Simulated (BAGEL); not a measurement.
# [C2H4]+ (SMILES [CH2][CH2+]): a chain of runs

We compute a series of 9 runs (CASPT2(3,2)/6-31G*, CASPT2(5,4)/6-31G*, CASPT2(7,6)/6-31G*, CASPT2(9,8)/6-31G*, CASPT2(11,10)/6-31G*) of [C2H4]+. 

The results are computed with BAGEL 1.2.2.

2 further runs of the same task are left out: 2 set aside as unsound or not needed.

### Step 1. Starting point

[C2H4]+: 6 atoms, total charge +1, spin state doublet. As SMILES, `[CH2][CH2+]`. The C2–H6 distance was set to 1.426 Å, away from the relaxed value.

Bond lengths: C1–C2 1.307 Å, C1–H3 1.097 Å, C1–H4 1.098 Å, C2–H5 1.097 Å. Angles: C1–C2–H5 125.0°, C2–C1–H3 125.1°, C2–C1–H4 125.0°, H3–C1–H4 109.9°. A long bond or contact: C2–H6 1.426 Å.

### Step 2. A single-point energy at CASPT2(3,2)/6-31G(d) (density fitting with qzvpp-jkfit, spherical functions, property bond stretch) (run 1)

File job.json:

```json
{ "bagel": [

{
  "title": "molecule",
  "basis": "6-31gs.json",
  "df_basis": "qzvpp-jkfit",
  "angstrom": true,
  "geometry": [
    { "atom": "C", "xyz": [      -0.088435,      -0.821154,      -0.316927 ] },
    { "atom": "C", "xyz": [       0.234355,       0.439866,      -0.199107 ] },
    { "atom": "H", "xyz": [      -0.980345,      -1.287104,       0.119773 ] },
    { "atom": "H", "xyz": [       0.494415,      -1.571004,      -0.867147 ] },
    { "atom": "H", "xyz": [       0.789675,       1.020236,      -0.946447 ] },
    { "atom": "H", "xyz": [      -0.083230,       1.265990,       0.919370 ] }
  ]
},

{
  "title": "hf",
  "charge": 2
},

{
  "title": "casscf",
  "nstate": 1,
  "nact": 2,
  "nclosed": 6,
  "charge": 1,
  "nspin": 1,
  "maxiter": 200,
  "natocc": true
},

{
  "title": "print",
  "file": "orbitals.molden",
  "orbitals": true
},

{
  "title": "smith",
  "method": "caspt2",
  "ms": true,
  "xms": true,
  "sssr": true,
  "shift": 0.2,
  "shift_imag": true,
  "ncore": 2
}

]}
```

The basis set 6-31G* is read from a file made from the Basis Set Exchange's data (not shown).

Run with:

```console
$ BAGEL_NUM_THREADS=1 BAGEL job.json > job.out
```

Output:

```text
* using 1 threads per process

  ===============================================================
  ===============================================================

  *** Geometry ***

  { "atom" : "C", "xyz" : [     -0.167118,     -1.551756,     -0.598905 ] },
  { "atom" : "C", "xyz" : [      0.442867,      0.831226,     -0.376258 ] },
  { "atom" : "H", "xyz" : [     -1.852584,     -2.432274,      0.226338 ] },
  { "atom" : "H", "xyz" : [      0.934309,     -2.968767,     -1.638670 ] },
  { "atom" : "H", "xyz" : [      1.492269,      1.927967,     -1.788526 ] },
  { "atom" : "H", "xyz" : [     -0.157282,      2.392374,      1.737358 ] },

  Number of auxiliary basis functions:      222

  Since a DF basis is specified, we compute 2- and 3-index integrals:
    o Being stored without compression. Storage requirement is 0.002 GB

  Number of basis functions:       36
  Number of electrons      :       16

    * METHOD: MOLECULE                             0.04

  *** RHF ***

  === Nuclear Repulsion ===
    32.5193369451

      * DIIS with orbital gradients will be used.

  === RHF iteration (6-31gs.json) ===
      0        -76.87389162          0.02482725           0.00
      1        -76.96642687          0.00875373           0.00
      2        -76.97880924          0.00412419           0.00
[... 12 lines of this table left out ...]
     15        -76.98546352          0.00000001           0.00
    * SCF iteration converged.

    * Permanent dipole moment:
           (    0.088081,    -0.300285,    -0.242271) a.u.

    * METHOD: HF                                   0.06

  ---------------------------
      CASSCF calculation
  ---------------------------

    * nstate   :      1
    * nclosed  :      6
    * nact     :      2
    * nvirt    :     28
  === CASSCF iteration (6-31gs.json) ===

    * Using the second-order algorithm

      0  0       -77.61257013     3.78e-02      0.00

      1  0       -77.64696039     1.27e-03      0.02
[... 53 lines of this table left out ...]
     28  0       -77.64700615     1.34e-06      0.01
[... 275 further lines ...]
    166  0       -77.64700615     7.35e-08      0.01

    167  0       -77.64700615     7.53e-08      0.01
[... 63 lines of this table left out ...]
    199  0       -77.64700615     1.07e-07      0.02

  ERROR: EXCEPTION RAISED:  Max iteration reached during the second-order optimization.
```

Run time: 2.7 s. Hardware: 1 thread of Arm Neoverse V1, shared host; peak memory 0.082 GiB.

The run stopped without converging.

### Step 3. A single-point energy at CASPT2(5,4)/6-31G(d) (density fitting with qzvpp-jkfit, spherical functions, property bond stretch) (run 2)

File job.json:

```json
{ "bagel" : [

{
  "title" : "molecule",
  "basis" : "6-31gs.json",
  "df_basis" : "qzvpp-jkfit",
  "angstrom" : true,
  "geometry" : [
    { "atom" : "C", "xyz" : [      -0.161720,      -0.630520,      -0.058830 ] },
    { "atom" : "C", "xyz" : [       0.161070,       0.630500,       0.058990 ] },
    { "atom" : "H", "xyz" : [      -1.053630,      -1.096470,       0.377870 ] },
    { "atom" : "H", "xyz" : [       0.421130,      -1.380370,      -0.609050 ] },
    { "atom" : "H", "xyz" : [       0.716390,       1.210870,      -0.688350 ] },
    { "atom" : "H", "xyz" : [      -0.083230,       1.265990,       0.919370 ] }
  ]
},

{ "title" : "hf", "charge" : 2 },

{ "title" : "casscf", "nstate" : 1, "nact" : 4, "nclosed" : 5, "charge" : 1, "nspin" : 1, "maxiter" : 200, "natocc" : true },

{ "title" : "print", "file" : "orbitals.molden", "orbitals" : true },

{ "title" : "smith", "method" : "caspt2", "ms" : true, "xms" : true, "sssr" : true, "shift" : 0.2, "shift_imag" : true, "ncore" : 2 }

]}
```

The basis set 6-31G* is read from a file made from the Basis Set Exchange's data (not shown).

Run with:

```console
$ BAGEL_NUM_THREADS=1 BAGEL job.json > job.out
```

Output:

```text
* using 1 threads per process

  ===============================================================
  ===============================================================

  *** Geometry ***

  { "atom" : "C", "xyz" : [     -0.305607,     -1.191510,     -0.111173 ] },
  { "atom" : "C", "xyz" : [      0.304378,      1.191472,      0.111475 ] },
  { "atom" : "H", "xyz" : [     -1.991072,     -2.072028,      0.714071 ] },
  { "atom" : "H", "xyz" : [      0.795820,     -2.608521,     -1.150938 ] },
  { "atom" : "H", "xyz" : [      1.353781,      2.288213,     -1.300793 ] },
  { "atom" : "H", "xyz" : [     -0.157282,      2.392374,      1.737358 ] },

  Number of auxiliary basis functions:      222

[... 21 lines left out ...]
    * SCF iteration converged.
[... 1 line left out ...]
    * Permanent dipole moment:
[... 22 lines left out ...]
    * Second-order optimization converged. *
[... 11 lines left out ...]
     * ci vector, state   0, <S^2> = 0.7500
[... 17 lines left out ...]
    * Zeroth order energy : state  0       -3.9558292528
[... 4 lines left out ...]
       #      aibj      arbs      arbi      airj      risj      airs      arst      rist         Etot      error   time
[... 2 lines left out ...]
       0  -0.04743  -0.03989  -0.07464  -0.00675  -0.00275  -0.02934  -0.00711  -0.00000   -0.2079035  0.0022036   0.01
       1  -0.04744  -0.03992  -0.07469  -0.00677  -0.00280  -0.02951  -0.00717  -0.00000   -0.2082969  0.0002087   0.01
       2  -0.04744  -0.03992  -0.07468  -0.00677  -0.00280  -0.02951  -0.00717  -0.00000   -0.2083012  0.0000197   0.01
       3  -0.04744  -0.03992  -0.07468  -0.00677  -0.00280  -0.02951  -0.00717  -0.00000   -0.2083013  0.0000023   0.01
       4  -0.04744  -0.03992  -0.07468  -0.00677  -0.00280  -0.02951  -0.00717  -0.00000   -0.2083013  0.0000002   0.01

      ------------------------------------------------------------------------------------------------------------------

    * CASPT2 energy : state  0      -77.9096269971
        w/o shift correction        -77.9085763475
        reference weight              0.9351781740

    * METHOD: SMITH                                0.08

  ===============================================================
```

Wall time 0.5 s (1 thread of Arm Neoverse V1, shared host); peak memory 0.082 GiB.

Runs 3 to 4 aren't shown in full; the table further down has their settings and results.

### Step 4. A single-point energy at CASPT2(7,6)/6-31G(d) (density fitting with qzvpp-jkfit, spherical functions, property bond stretch) (run 5)

File job.json:

```json
{ "bagel": [

{
  "title": "molecule",
  "basis": "6-31gs.json",
  "df_basis": "qzvpp-jkfit",
  "angstrom": true,
  "geometry": [
    { "atom": "C", "xyz": [      -0.088435,      -0.821154,      -0.316927 ] },
    { "atom": "C", "xyz": [       0.234355,       0.439866,      -0.199107 ] },
    { "atom": "H", "xyz": [      -0.980345,      -1.287104,       0.119773 ] },
    { "atom": "H", "xyz": [       0.494415,      -1.571004,      -0.867147 ] },
    { "atom": "H", "xyz": [       0.789675,       1.020236,      -0.946447 ] },
    { "atom": "H", "xyz": [      -0.083230,       1.265990,       0.919370 ] }
  ]
},

{ "title": "hf", "charge": 2 },

{ "title": "casscf", "nstate": 1, "nact": 6, "nclosed": 4, "charge": 1, "nspin": 1, "maxiter": 200, "natocc": true },

{ "title": "print", "file": "orbitals.molden", "orbitals": true },

{ "title": "smith", "method": "caspt2", "ms": true, "xms": true, "sssr": true, "shift": 0.2, "shift_imag": true, "ncore": 2 }

]}
```

The basis set 6-31G* is read from a file made from the Basis Set Exchange's data (not shown).

Run with:

```console
$ BAGEL_NUM_THREADS=1 BAGEL job.json > job.out
```

Output:

```text
* using 1 threads per process

  ===============================================================
  ===============================================================

  *** Geometry ***

  { "atom" : "C", "xyz" : [     -0.167118,     -1.551756,     -0.598905 ] },
  { "atom" : "C", "xyz" : [      0.442867,      0.831226,     -0.376258 ] },
  { "atom" : "H", "xyz" : [     -1.852584,     -2.432274,      0.226338 ] },
  { "atom" : "H", "xyz" : [      0.934309,     -2.968767,     -1.638670 ] },
  { "atom" : "H", "xyz" : [      1.492269,      1.927967,     -1.788526 ] },
  { "atom" : "H", "xyz" : [     -0.157282,      2.392374,      1.737358 ] },

  Number of auxiliary basis functions:      222

[... 21 lines left out ...]
    * SCF iteration converged.
[... 1 line left out ...]
    * Permanent dipole moment:
[... 22 lines left out ...]
    * Second-order optimization converged. *
[... 11 lines left out ...]
     * ci vector, state   0, <S^2> = 0.7500
[... 16 lines left out ...]
    * Zeroth order energy : state  0       -6.3168763854
[... 4 lines left out ...]
       #      aibj      arbs      arbi      airj      risj      airs      arst      rist         Etot      error   time
[... 10 lines left out ...]
      ------------------------------------------------------------------------------------------------------------------

    * CASPT2 energy : state  0      -77.8744740109
        w/o shift correction        -77.8734583259
        reference weight              0.9390070848

    * METHOD: SMITH                                0.27

  ===============================================================
```

Wall time 3.9 s (1 thread of Arm Neoverse V1, shared host); peak memory 0.082 GiB.

Runs 6 to 8 aren't shown in full; the table further down has their settings and results.

### Step 5. A single-point energy at CASPT2(11,10)/6-31G(d) (density fitting with qzvpp-jkfit, spherical functions, property bond stretch) (run 9)

File input.json:

```json
{ "bagel" : [

{
  "title" : "molecule",
  "basis" : "6-31gs.json",
  "df_basis" : "qzvpp-jkfit",
  "angstrom" : true,
  "geometry" : [
    { "atom" : "C", "xyz" : [      -0.088435,      -0.821154,      -0.316927 ] },
    { "atom" : "C", "xyz" : [       0.234355,       0.439866,      -0.199107 ] },
    { "atom" : "H", "xyz" : [      -0.980345,      -1.287104,       0.119773 ] },
    { "atom" : "H", "xyz" : [       0.494415,      -1.571004,      -0.867147 ] },
    { "atom" : "H", "xyz" : [       0.789675,       1.020236,      -0.946447 ] },
    { "atom" : "H", "xyz" : [      -0.083230,       1.265990,       0.919370 ] }
  ]
},

{
  "title" : "hf",
  "charge" : 2
},

{
  "title" : "casscf",
  "nstate" : 1,
  "nact" : 10,
  "nclosed" : 2,
  "charge" : 1,
  "nspin" : 1,
  "maxiter" : 200,
  "natocc" : true
},

{
  "title" : "print",
  "file" : "orbitals.molden",
  "orbitals" : true
},

{
  "title" : "smith",
  "method" : "caspt2",
  "ms" : true,
  "xms" : true,
  "sssr" : true,
  "shift" : 0.2,
  "shift_imag" : true,
  "ncore" : 2
}

]}
```

The basis set 6-31G* is read from a file made from the Basis Set Exchange's data (not shown).

Run with:

```console
$ BAGEL_NUM_THREADS=1 BAGEL input.json > input.out
```

Output:

```text
* using 1 threads per process

  ===============================================================
  ===============================================================

  *** Geometry ***

  { "atom" : "C", "xyz" : [     -0.167118,     -1.551756,     -0.598905 ] },
  { "atom" : "C", "xyz" : [      0.442867,      0.831226,     -0.376258 ] },
  { "atom" : "H", "xyz" : [     -1.852584,     -2.432274,      0.226338 ] },
  { "atom" : "H", "xyz" : [      0.934309,     -2.968767,     -1.638670 ] },
  { "atom" : "H", "xyz" : [      1.492269,      1.927967,     -1.788526 ] },
  { "atom" : "H", "xyz" : [     -0.157282,      2.392374,      1.737358 ] },

  Number of auxiliary basis functions:      222

[... 21 lines left out ...]
    * SCF iteration converged.
[... 1 line left out ...]
    * Permanent dipole moment:
[... 22 lines left out ...]
    * Second-order optimization converged. *
[... 11 lines left out ...]
     * ci vector, state   0, <S^2> = 0.7500
[... 17 lines left out ...]
    * Zeroth order energy : state  0      -10.3462566723
[... 4 lines left out ...]
       #      aibj      arbs      arbi      airj      risj      airs      arst      rist         Etot      error   time
[... 2 lines left out ...]
       0   0.00000  -0.08625   0.00000   0.00000   0.00000   0.00000  -0.06201   0.00000   -0.1482591  0.0042057   0.30
       1   0.00000  -0.08673   0.00000   0.00000   0.00000   0.00000  -0.06320   0.00000   -0.1499303  0.0006358   0.28
       2   0.00000  -0.08673   0.00000   0.00000   0.00000   0.00000  -0.06325   0.00000   -0.1499784  0.0000892   0.28
       3   0.00000  -0.08673   0.00000   0.00000   0.00000   0.00000  -0.06325   0.00000   -0.1499795  0.0000188   0.28
       4   0.00000  -0.08673   0.00000   0.00000   0.00000   0.00000  -0.06325   0.00000   -0.1499795  0.0000032   0.26
       5   0.00000  -0.08673   0.00000   0.00000   0.00000   0.00000  -0.06325   0.00000   -0.1499795  0.0000006   0.27

      ------------------------------------------------------------------------------------------------------------------

    * CASPT2 energy : state  0      -77.8814150474
        w/o shift correction        -77.8806393264
        reference weight              0.9518115195

    * METHOD: SMITH                               15.65

  ===============================================================
```

It took 3.4 min on 1 thread of Arm Neoverse V1, shared host; peak memory 6.1 GiB.

### Step 6. All runs side by side

```csv
run,level,closed orbitals,partner,energy (Eh),wall time
1,"CASPT2(3,2)/6-31G* (density fitting with qzvpp-jkfit, spherical functions, property bond stretch)",6,bond moved,not converged,2.7 s
2,"CASPT2(5,4)/6-31G* (density fitting with qzvpp-jkfit, spherical functions, property bond stretch)",5,base,-77.909627,0.5 s
3,"CASPT2(5,4)/6-31G* (density fitting with qzvpp-jkfit, spherical functions, property bond stretch)",5,bond moved,-77.873844,0.64 s
4,"CASPT2(7,6)/6-31G* (density fitting with qzvpp-jkfit, spherical functions, property bond stretch)",4,base,-77.910557,1.6 s
5,"CASPT2(7,6)/6-31G* (density fitting with qzvpp-jkfit, spherical functions, property bond stretch)",4,bond moved,-77.874474,3.9 s
6,"CASPT2(9,8)/6-31G* (density fitting with qzvpp-jkfit, spherical functions, property bond stretch)",3,base,not converged,12 s
7,"CASPT2(9,8)/6-31G* (density fitting with qzvpp-jkfit, spherical functions, property bond stretch)",3,bond moved,-77.877945,9.3 s
8,"CASPT2(11,10)/6-31G* (density fitting with qzvpp-jkfit, spherical functions, property bond stretch)",2,base,not converged,3.4 min
9,"CASPT2(11,10)/6-31G* (density fitting with qzvpp-jkfit, spherical functions, property bond stretch)",2,bond moved,-77.881415,3.4 min
```

### Step 7. Summary of results

```
                                                                             quantity         value
                                            run 9, CASPT2(11,10)/6-31G*: total energy  -77.88142 Eh
energy change with the C2–H6 bond stretched from 1.097 to 1.426 Å, CASPT2(5,4)/6-31G*      0.974 eV
energy change with the C2–H6 bond stretched from 1.097 to 1.426 Å, CASPT2(7,6)/6-31G*      0.982 eV
```

What this shows: At CASPT2(5,4)/6-31G*: with the C2–H6 bond stretched from 1.097 to 1.426 Å the energy rises by 0.97 eV (22.5 kcal/mol). The first shape isn't relaxed at this level, so the change isn't measured from a minimum. At CASPT2(7,6)/6-31G*: with the C2–H6 bond stretched from 1.097 to 1.426 Å the energy rises by 0.98 eV (22.6 kcal/mol). All runs together took 7.3 min, the longest 3.4 min. 3 of the 9 runs did not end normally.
